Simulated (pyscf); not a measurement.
Substitution at Si: `[SiH3][SeH]` + `[H]` [doublet] → `[SeH]` [doublet] + `[SiH4]`

Gas phase, doublet surface, charge 0. Bonds broken: Se1–Si4. Bonds formed: Si4–H5. Structures and frequencies: ωB97X-D3(BJ)/def2-SVP in PySCF. Correlated levels are frozen-core, on RHF or UHF. ΔMP2 is the change of the MP2 total energy from the triple- to the quadruple-zeta basis.

Transition state (Å):

```xyz
7

Se     1.5073     0.8097     1.3554
H     -0.3393     0.1488    -1.3770
H      2.3145     0.7174     0.1352
Si    -0.4989     0.4341     0.0812
H      0.5855    -0.9082     0.3802
H     -1.0307     1.8395     0.1206
H     -1.5430    -0.3720     0.7794
```

One imaginary mode, 301i cm⁻¹; descent along it reached the two sides named.

```csv
bond,change,reactant side (Å),saddle,product side
Se1–Si4,breaks,2.275,2.406,3.5
Si4–H5,forms,3.5,1.751,1.495
```

Electronic energies relative to the separated reactants (kcal/mol):

```json
[
 {"level": "ωB97X-D3(BJ)/def2-TZVP", "barrier": "5.0", "reaction energy": "-10.6", "reverse barrier": "15.6"},
 {"level": "PBE/def2-TZVP", "barrier": "-1.2", "reaction energy": "-11.6", "reverse barrier": "10.4"},
 {"level": "r²SCAN/def2-TZVP", "barrier": "-1.2", "reaction energy": "-13.3", "reverse barrier": "12.2"},
 {"level": "B3LYP-D3(BJ)/def2-TZVP", "barrier": "0.5", "reaction energy": "-17.0", "reverse barrier": "17.5"},
 {"level": "PBE0-D3(BJ)/def2-TZVP", "barrier": "1.5", "reaction energy": "-11.4", "reverse barrier": "13.0"},
 {"level": "M06-2X/def2-TZVP", "barrier": "5.2", "reaction energy": "-16.4", "reverse barrier": "21.7"},
 {"level": "ωB97M-D3(BJ)/def2-TZVP", "barrier": "4.7", "reaction energy": "-16.6", "reverse barrier": "21.3"},
 {"level": "HF/def2-TZVP", "barrier": "20.9", "reaction energy": "-19.9", "reverse barrier": "40.8"},
 {"level": "MP2/def2-QZVPP", "barrier": "9.7", "reaction energy": "-8.6", "reverse barrier": "18.3"},
 {"level": "CCSD/def2-TZVPP", "barrier": "6.9", "reaction energy": "-17.8", "reverse barrier": "24.7"},
 {"level": "CCSD(T)/def2-TZVPP", "barrier": "5.8", "reaction energy": "-15.8", "reverse barrier": "21.6"},
 {"level": "CCSD(T)/def2-TZVPP + ΔMP2(QZVPP)", "barrier": "5.5", "reaction energy": "-14.5", "reverse barrier": "20.0"}
]
```

With CCSD(T)/def2-TZVPP + ΔMP2(QZVPP) energies and thermal terms (ideal gas, 1 atm, RRHO with modes under 100 cm⁻¹ raised to 100, one conformer, R ln 2 for rigid chiral ones), in kcal/mol:

```
T (K)  ΔH‡   ΔG‡     ΔH     ΔG
-----  ---  ----  -----  -----
298    6.5  13.8  -12.3  -12.9
600    5.6  21.5  -13.4  -13.2
900    5.1  29.6  -14.5  -12.8
1200   4.6  37.8  -15.4  -12.1
```

At PBE, r²SCAN this geometry lies under the reactants; that is no barrier but a single point on another level's saddle; such a level's own saddle, if it has one, lies nearer that side and is low. One saddle was located; it need not be the lowest between these sides. The angle at the attacked Si is 61° (front-side attack). The CCSD(T) − MP2 part came from Ansatz, without density fitting, on the same reference. The frozen core leaves the outer d or s,p core shells of the metals and heavy elements correlated in the MP2 and CC values, and def2-TZVPP describes them poorly, which can shift differences by a few kcal/mol. Left out: orbital degeneracy and the spin-orbit lowering of SeH, which is large for Br, Se, Te and I. Elements up to Kr have no core potential and no relativistic terms here.
